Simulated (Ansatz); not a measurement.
**SiNS (quartet): from Hartree-Fock to the top rungs, cc-pVDZ**

The task here is to estimate one member of a computed series from the others.

The runs use Ansatz 0.2.0, Gaussian basis; cc-pVDZ, core rule «outside noble gas», up to 11 orbitals frozen.

Plan: UHF; CCSD(T) on ROHF; CCSD(T) on UHF; BCCD(T) on ROHF; CISD; CCSDT(Q) on ROHF; CCSDT(Q) on UHF; CASSCF and MRCISD+Q, 13 electrons in 11 orbitals; CASSCF and NEVPT2, 13 electrons in 11 orbitals.

28 further runs of the same task are left out: 17 that didn't finish, 11 set aside as unsound or not needed.

### The geometry

The geometry is a PBE0/def2-TZVP stationary point (not a proven minimum) of the parent state, kept for this charge and spin.

3 atoms, charge 0, spin multiplicity 4.

Atoms are counted from 1 here; the program's logs count them from 0.

Bond lengths: S1–N2 1.575 Å, N2–Si3 1.592 Å. Angles: S1–N2–Si3 180.0°.

The first run:

in.yaml

```yaml
crystal:
  periodic: [false, false, false]
  atoms:
    - {symbol: S, position_ang: [0.000000, 0.000000, -1.580500]}
    - {symbol: N, position_ang: [0.000000, 0.000000, -0.005800]}
    - {symbol: Si, position_ang: [0.000000, 0.000000, 1.586300]}
basis:
  gaussian: {orbitals: cc-pVDZ}
magnetization: {spin_polarized: true, initial_magnetization: 3}
hamiltonian: {xc: hf}
output: {orbitals: {seedname: orbitals}}
```

Started as:

```
> ansatz run in.yaml --threads 1 --pin off --events-out ev --progress --plain --max-ram 2393MiB
```

Steps of the session up to this table: UHF; CCSD(T) on ROHF; CCSD(T) on UHF; BCCD(T) on ROHF; CISD; CCSDT(Q) on ROHF; CCSDT(Q) on UHF; CASSCF and MRCISD+Q, 13 electrons in 11 orbitals; CASSCF and NEVPT2, 13 electrons in 11 orbitals.

One table of the session follows, with a row left open; its other results are not shown here.

```
          method  from UCCSDT(Q) (meV)
            ROHF              +10516.6
             UHF              +10058.0
            RMP2                     ?
            UMP2               +1293.6
            CISD               +1562.9
           RCCSD                +466.8
           UCCSD                +444.2
        RCCSD(T)                 +71.1
        UCCSD(T)                 +74.2
         BCCD(T)                 +68.5
          RCCSDT                 +48.0
          UCCSDT                 +44.7
       RCCSDT(Q)                  +1.3
       UCCSDT(Q)                     0
  CASSCF valence               +7689.0
  NEVPT2 valence               +1763.6
  MRCISD valence                +911.5
MRCISD+Q valence                +152.9
```

Q: Estimate the row for RMP2 from the others.

As computed: from UCCSDT(Q) (meV): +1060.4. In the column «from UCCSDT(Q) (meV)» it lies between MRCISD valence (+911.5) and UMP2 (+1293.6).

Among the levels timed on like hardware and quicker than the yardstick, those that no quicker one beats, quickest first: UCCSD(T) (27 s, +74.2 meV); BCCD(T) (49 s, +68.5 meV).

Limits of these values: Of the multireference levels listed MRCISD+Q valence comes nearest in total energy (+152.9 meV), which doesn't show that its space is the better one. Restricted and unrestricted rows rest on different reference determinants; where their highest levels disagree by more than a few hundredths of an eV, they describe different states and don't form one ladder.
